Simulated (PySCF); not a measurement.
**C2H6O2S: calculation against experiment**

**Experimental background.**

From NIST CCCBDB Release 22 (SRD 101), experimental dipoles, for the gas: dipole moment (dielectric constant and refractivity) 4.49 D.

NIST CCCBDB Release 22 (SRD 101), experimental polarizabilities lists, for the gas: mean polarisability 8.401 Å³.

The runs below try to reproduce these values; the comparison stands at the end.

Species: C₂H₆O₂S.
Numbering: `[CH3:1][S:2]([CH3:3])(=[O:4])=[O:5]` (hydrogens: H6, H7, H8 on C1; H9, H10, H11 on C3)

Geometry (PBE0-D3(BJ)/def2-SVP, Å), atoms numbered from 1 in this order:
```
atom  x, y, z in Å
C1     1.3440    0.4942    0.2578
S2     0.1361   -0.7200   -0.2452
C3    -1.4347    0.1016   -0.0383
O4     0.1870   -1.8171    0.7155
O5     0.3232   -0.9604   -1.6723
H6     1.2707    1.3786   -0.3876
H7     2.3130   -0.0019    0.1094
H8     1.2018    0.7417    1.3170
H9    -2.1776   -0.6408   -0.3604
H10   -1.4799    0.9873   -0.6842
H11   -1.5854    0.3514    1.0193
```

The PySCF runs (gas phase, on this PBE0-D3(BJ)/def2-SVP geometry; no spin–orbit coupling):

| level | job | basis functions |
| --- | --- | --- |
| PBE0-D3(BJ)/def2-SVP, grid level 1 | geometry optimisation from an MMFF94s start shaken at random | 104 |
| wB97X-D/def2-SVPD | 10 singlets by full TDDFT, 4 Tamm–Dancoff triplets, polarisability, ΔSCF ions | 161 |
| LC-wPBE/def2-SVPD | 10 singlets by full TDDFT, 4 Tamm–Dancoff triplets, polarisability, ΔSCF ions | 161 |
| PBE0/6-31+G* | 10 singlets by full TDDFT, 4 Tamm–Dancoff triplets, polarisability | 106 |
| PBE0/6-31G* | 10 singlets by full TDDFT, 4 Tamm–Dancoff triplets, polarisability | 86 |
| PBE0/aug-cc-pVDZ | 10 singlets by full TDDFT, 4 Tamm–Dancoff triplets, polarisability | 173 |
| PBE0/def2-SVP | 10 singlets by full TDDFT, 4 Tamm–Dancoff triplets, polarisability | 104 |
| PBE0/def2-TZVP | 10 singlets by full TDDFT, 4 Tamm–Dancoff triplets, polarisability | 197 |
| PBE0/def2-TZVPD | 10 singlets by full TDDFT, 4 Tamm–Dancoff triplets, polarisability | 254 |

All basis functions are spherical.

## Comparison

**Dipole moment.** Measured: 4.49 D (NIST CCCBDB Release 22 (SRD 101), experimental dipoles).

```
               level  computed (D)  computed − measured (D)  % (from the printed values)
PBE0-D3(BJ)/def2-SVP          4.50                    +0.01                            0
   wB97X-D/def2-SVPD          4.84                    +0.35                           +8
   LC-wPBE/def2-SVPD          4.87                    +0.38                           +8
        PBE0/6-31+G*          4.80                    +0.31                           +7
         PBE0/6-31G*          4.55                    +0.06                           +1
    PBE0/aug-cc-pVDZ          4.67                    +0.18                           +4
       PBE0/def2-SVP          4.50                    +0.01                            0
      PBE0/def2-TZVP          4.53                    +0.04                           +1
     PBE0/def2-TZVPD          4.58                    +0.09                           +2
```

All 9 levels lie above the measurement. The computed dipoles belong to one fixed geometry; measured ones are averaged over vibrations unless marked μe. Magnitudes are compared, not signs.

**Mean polarisability.** Measured: 8.401 Å³ (NIST CCCBDB Release 22 (SRD 101), experimental polarizabilities).

```csv
level,computed (Å³),computed − measured (Å³),% (from the printed values)
wB97X-D/def2-SVPD,7.822,-0.579,-7
LC-wPBE/def2-SVPD,7.684,-0.717,-9
PBE0/6-31+G*,7.375,-1.026,-12
PBE0/6-31G*,6.369,-2.032,-24
PBE0/aug-cc-pVDZ,8.042,-0.359,-4
PBE0/def2-SVP,6.514,-1.887,-22
PBE0/def2-TZVP,7.402,-0.999,-12
PBE0/def2-TZVPD,7.991,-0.410,-5
```

Closest is PBE0/aug-cc-pVDZ (-0.359 Å³), furthest PBE0/6-31G* (-2.032 Å³); one molecule doesn't rank methods. All 8 levels lie below the measurement. The computed values are static and purely electronic, with core orbitals frozen in the response (1 au = 0.148185 Å³). The table of measured values doesn't say here whether a value is static or optical, or holds a vibrational part.

No measured geometry was used, and the causes of the misses weren't examined.
